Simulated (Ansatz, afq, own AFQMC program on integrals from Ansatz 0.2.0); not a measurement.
# Where AFQMC and coupled cluster stand for C₂H, doublet

```xyz
3

C     0.0000    0.0000    0.0447
C     0.0000    0.0000   -1.1555
H     0.0000    0.0000    1.1107
```

Connectivity, by distances: CH–C.

Basis cc-pVDZ. Only valence electrons are correlated. Ansatz 0.2.0 and our own AFQMC program on the same integrals; the CISD trial comes from CCSD amplitudes, and released means the phaseless constraint is let go. Free AFQMC starts from the CCSD state and is never constrained. Its projection time is finite, and what remains of the start isn't in its error. ± is one standard error of the sampling.

Determinant: ROHF, the one that the program's search chose, which needn't be the lowest solution. The geometry is a PBE0/def2-TZVP stationary point of this or a neighbouring charge and spin state.

No full CI on the walks' own integrals is used here; CCSDTQ serves as the reference and is uncertain by about the last step of the cluster series.

Cautions: a spin-contaminated unrestricted determinant lies lower (UHF 413 meV lower, ⟨S²⟩ 1.11); the released energies are still falling, so no released level is given (meV from the phaseless value at times in 1/Eh: -9 ± 3 at 0.24, -15 ± 7 at 0.51, -32.0 ± 2.4 at 0.99, -37 ± 3 at 1.62, -42 ± 4 at 2.40), though the last usable value meets CCSDTQ within the noise; the ph-AFQMC/HF walk drifts between its halves (2.3 errors).

The T1 diagnostic is 0.0281, the weight of the determinant in the CISD state is 0.874 and the size of the correlated space is 9 electrons in 31 orbitals.

Reference: CCSDTQ, correlation energy -7.046 eV.

```
        level  E − E(reference) (kcal/mol)  share of correlation (%)
           HF                       162.48                      0.00
          MP2                        20.09                     87.64
         CCSD                         7.69                     95.27
      CCSD(T)                         1.04                     99.36
        CCSDT                         0.57                     99.65
     CCSDT(Q)                        -0.06                    100.04
  ph-AFQMC/HF                  6.88 ± 0.56                     95.76
ph-AFQMC/CISD                  1.10 ± 0.11                     99.32
   free AFQMC                 -0.09 ± 0.20                    100.06
```

CCSDT and higher add their correlation energy to the determinant of the CCSD(T) run, since their own runs factorise the integrals more tightly (a shift of under 2 meV). Free projections are given only where their last times agree within the noise and don't stop above the reference; a slow remainder of the start can still hide under it. A walk keeps the symmetry of its determinant, which the program's search chose and which needn't be the lowest solution, so a lower state of the same spin and another symmetry isn't excluded.
